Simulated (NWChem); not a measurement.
AlCl₃

```xyz
4

Al     0.0000     0.0000     0.0000
Cl     0.0000     0.0000     2.0937
Cl     1.8132     0.0000    -1.0468
Cl    -1.8132     0.0000    -1.0468
```
Charge 0, spin multiplicity 1.

The numbers come from NWChem runs, not from measurements. The geometry was optimised at PBE/def2-SVP, a minimum by its harmonic frequencies.

Symmetry labels belong to the abelian group C2v used in the runs, with the axes of the coordinates shown; states degenerate in a higher group split over its labels.

B3LYP has NWChem's definition, with VWN1-RPA local correlation. The structure started from a generated list of species.

Problem. List the lowest 6 singlet excitations that TD-B3LYP/def2-SVP, VWN1-RPA local correlation gives, with oscillator strengths.

Solution. 
```json
[
 {"state": "1", "symmetry": "b1", "energy (eV)": "6.28", "wavelength (nm)": "198", "f": "0.000"},
 {"state": "2", "symmetry": "a2", "energy (eV)": "6.50", "wavelength (nm)": "191", "f": "0.000"},
 {"state": "3", "symmetry": "a2", "energy (eV)": "6.67", "wavelength (nm)": "186", "f": "0.000"},
 {"state": "4", "symmetry": "b2", "energy (eV)": "6.67", "wavelength (nm)": "186", "f": "0.000"},
 {"state": "5", "symmetry": "a1", "energy (eV)": "6.91", "wavelength (nm)": "179", "f": "0.026"},
 {"state": "6", "symmetry": "b1", "energy (eV)": "6.91", "wavelength (nm)": "179", "f": "0.026"}
]
```
